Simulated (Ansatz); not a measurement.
# SiPH (singlet): wave-function methods side by side at distance Si1–P2 = 3.587 Å, 6-31G

How much of the correlation energy of SiPH (singlet) does each wave-function method recover here?

Method: 6-31G, core rule «outside noble gas», up to 10 orbitals frozen; program: Ansatz 0.2.0, Gaussian basis.

The runs, in order: UHF; CCSD(T) on RHF; CCSD(T) on UHF; BCCD(T) on RHF; CISD; CCSDT(Q) on RHF; CCSDT(Q) on UHF; CISDTQ; CASSCF and MRCISD+Q, 2 electrons in 2 orbitals; CASSCF and NEVPT2, 2 electrons in 2 orbitals; CASSCF and MRCISD+Q, 10 electrons in 9 orbitals; CASSCF and NEVPT2, 10 electrons in 9 orbitals; Full CI.

19 further runs of the same task are left out: 1 for a known fault of the program, 15 that didn't finish, 3 set aside as unsound or not needed.

## Step 1: What is computed

The geometry derives from a PBE0/def2-TZVP stationary point (not a proven minimum). One bond is set to the value named and the two fragments are kept rigid.

3 atoms, charge 0, spin multiplicity 1.

Atoms are counted from 1 here; the program's logs count them from 0.

Bond lengths: Si1–H3 1.483 Å.

## Step 2: UHF

in.yaml

```yaml
crystal:
  periodic: [false, false, false]
  atoms:
    - {symbol: Si, position_ang: [0.000000, 0.000000, 0.701333]}
    - {symbol: P, position_ang: [0.000000, 0.000000, -2.885667]}
    - {symbol: H, position_ang: [0.000000, 0.000000, 2.184333]}
basis:
  gaussian: {orbitals: 6-31G}
magnetization: {spin_polarized: true, initial_magnetization: 0}
hamiltonian: {xc: hf}
output: {orbitals: {seedname: orbitals}}
```

Run with:

```
$ ansatz run in.yaml --threads 1 --pin off --events-out ev --progress --plain --max-ram 2393MiB
```

Further steps of the session: CCSD(T) on RHF; CCSD(T) on UHF; BCCD(T) on RHF; CISD; CCSDT(Q) on RHF; CCSDT(Q) on UHF; CISDTQ; CASSCF and MRCISD+Q, 2 electrons in 2 orbitals; CASSCF and NEVPT2, 2 electrons in 2 orbitals; CASSCF and MRCISD+Q, 10 electrons in 9 orbitals; CASSCF and NEVPT2, 10 electrons in 9 orbitals; Full CI.

Before running them: what should the planned runs give, taken together? Wanted: FCI below the RHF energy; RMP2 from FCI; UMP2 from FCI; RCCSD from FCI; RCCSD(T) from FCI; UCCSD(T) from FCI; RCCSDT(Q) from FCI; UCCSDT(Q) from FCI; NEVPT2 valence from FCI.

The runs gave:

```
                         quantity                                                value
         FCI below the RHF energy                                           -5.7875 eV
                    RMP2 from FCI                                        +252.5 kJ/mol
                    UMP2 from FCI                                         +55.0 kJ/mol
                   RCCSD from FCI                                        +102.1 kJ/mol
                RCCSD(T) from FCI                                         +71.3 kJ/mol
                UCCSD(T) from FCI                                          +8.1 kJ/mol
               RCCSDT(Q) from FCI                                         +86.1 kJ/mol
               UCCSDT(Q) from FCI                                          +2.7 kJ/mol
          NEVPT2 valence from FCI                                         +28.6 kJ/mol
        MRCISD+Q valence from FCI                                          +1.4 kJ/mol
levels within 1 kcal/mol (43 meV)  UCCSDT, UCCSDT(Q), MRCISD valence, MRCISD+Q valence
                    T1 diagnostic                                                0.072
   effectively unpaired electrons                                                 5.06
```

In words: RCCSD(T) misses by +71.3 kJ/mol, 12.8 % of the correlation energy. CCSD(T) misses by +71.3 kJ/mol on the restricted determinant and by +8.1 kJ/mol on the unrestricted one; the two need not hold the same state or core. The occupations show strong static correlation (5.1 unpaired electrons where one determinant has 0). Of the multireference levels listed MRCISD+Q valence comes nearest in total energy (+1.4 kJ/mol), which doesn't show that its space is the better one. These misses are within one basis, not against nature.
